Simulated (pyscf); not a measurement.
A first-order saddle from PySCF, ωB97X-D3(BJ)/def2-SVP:

```xyz
12

Sb    -0.9869    -1.8086    -0.1847
O     -0.6252    -1.1760     2.0674
O      0.6340    -1.1158    -1.0186
O     -2.5170    -0.8848    -0.8875
H     -1.3837    -1.2518     2.6631
H      0.6678    -0.1530    -0.8990
H     -2.4289     0.1085    -1.0008
O     -2.0932     1.6941    -0.7918
C     -1.2401     1.7162     0.0918
O     -0.5834     0.7002     0.5274
H     -0.9808     2.6912     0.5723
H     -0.5280    -0.2072     1.8209
```

Surface: singlet, charge 0. Lowest wavenumbers (cm⁻¹): 158i, 55, 79, 145, 191.

Which two sides does it connect, and which bonds change?

HO–Sb(OH)–OH + O=CH–OH <-> O=CH–O–Sb(OH)–OH + H₂O, a four-centre exchange read from left to right: O–Sb, H–O broken and O–Sb, H–O formed. At ωB97M-D3(BJ)/def2-TZVP it lies +0.41 eV from the left side and +0.58 eV from the right (each side as separated species at their lowest minima found). On the reactant side the descent ends in a bound adduct, 0.59 eV under the separated species and 1.00 eV under the saddle at ωB97X-D3(BJ)/def2-TZVP. On the product side the descent ends in a complex, 0.26 eV under the separated species and 0.90 eV under the saddle at ωB97X-D3(BJ)/def2-TZVP. This is the saddle that the search found; another between the same sides may lie lower. Elements past Kr carry the def2 core potentials, without spin-orbit coupling.
